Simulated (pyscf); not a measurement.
Single points on ωB97X-D3(BJ)/def2-SVP structures (PySCF, gas phase).

SMILES: [TiH]([OH])([F])[OH]
```xyz
7

O     -1.7509     0.4820    -2.0860
Ti    -0.1234     0.9700    -1.6502
O      0.3545     0.4665    -0.0306
F      0.2138     2.6550    -1.9562
H     -2.5681     0.7148    -2.5356
H      0.8598     0.0932    -2.6857
H      0.0412    -0.1306     0.6558
```
Charge 0, spin multiplicity 1.

Task: How much does it cost (ΔH, 298 K, ωB97M-D3(BJ)/def2-TZVP) to split `[OH][TiH]([OH])[F]` at its H–Ti bond into [HO–Ti(OH)–F]• + H•?

Result: H–Ti to [HO–Ti(OH)–F]• + H•: 228.7 kJ/mol. The 7 functionals that were run give +198.3 (M06-2X) to +251.0 kJ/mol (PBE). The radicals are drawn with the spin at the cut bond; how far it spreads was not checked. Other isomers of [HO–Ti(OH)–F]• were not searched in full and may lie lower. Open-shell species with a d-block atom are single-reference here; other states, and whether the spin sits on metal or ligand, were not checked.
